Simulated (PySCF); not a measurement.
Gas-phase reaction: trisilylamine + Si₂N = 2 HSiNH₂ + 3 SiH

Method: PySCF energies plus ideal-gas RRHO corrections (1 bar). † marks an energy on the PBE0/def2-TZVP geometry and frequencies; other levels use their own. 6-31G* has spherical d functions here. Open shells (unrestricted): Si₂N (multiplicity 2, electronic degeneracy 4), SiH (multiplicity 2, electronic degeneracy 4); the rest are closed-shell singlets. Spin-orbit splitting is ignored; it lowers the true energy and changes the entropy of Si₂N, SiH. B3LYP is the form with VWN-RPA correlation. HSiNH₂: computed as isolated molecules; such fragments, hydroxides, amides, oligomers or adducts are transient or little studied in the gas. The harmonic model lacks anharmonicity and excited electronic states, which grow with temperature; levels with a mode under 35 cm⁻¹ are left out. Internal rotation in trisilylamine, HSiNH₂ is treated as a harmonic vibration of one conformer, which makes the entropy rough.

ΔH° and ΔS° at 298 K: B3LYP/6-31G* 956 kJ, 461 J/K; B3LYP/def2-TZVP† 972 kJ, 460 J/K; BLYP/def2-TZVP† 941 kJ, 460 J/K; M06-2X/def2-TZVP† 1036 kJ, 460 J/K.

**Question.** With the heat capacities included, give log10 K (1 bar) at 1200, 1400, 1600, 2000, 2500 K from B3LYP/6-31G*, B3LYP/def2-TZVP†, BLYP/def2-TZVP†, M06-2X/def2-TZVP†.

**Answer.** 
```json
[
 {"T (K)": "1200", "B3LYP/6-31G*": "-18.0", "B3LYP/def2-TZVP†": "-18.9", "BLYP/def2-TZVP†": "-17.5", "M06-2X/def2-TZVP†": "-21.6"},
 {"T (K)": "1400", "B3LYP/6-31G*": "-12.3", "B3LYP/def2-TZVP†": "-13.0", "BLYP/def2-TZVP†": "-11.9", "M06-2X/def2-TZVP†": "-15.4"},
 {"T (K)": "1600", "B3LYP/6-31G*": "-8.0", "B3LYP/def2-TZVP†": "-8.7", "BLYP/def2-TZVP†": "-7.7", "M06-2X/def2-TZVP†": "-10.8"},
 {"T (K)": "2000", "B3LYP/6-31G*": "-2.1", "B3LYP/def2-TZVP†": "-2.7", "BLYP/def2-TZVP†": "-1.9", "M06-2X/def2-TZVP†": "-4.3"},
 {"T (K)": "2500", "B3LYP/6-31G*": "2.5", "B3LYP/def2-TZVP†": "2.0", "BLYP/def2-TZVP†": "2.7", "M06-2X/def2-TZVP†": "0.7"}
]
```
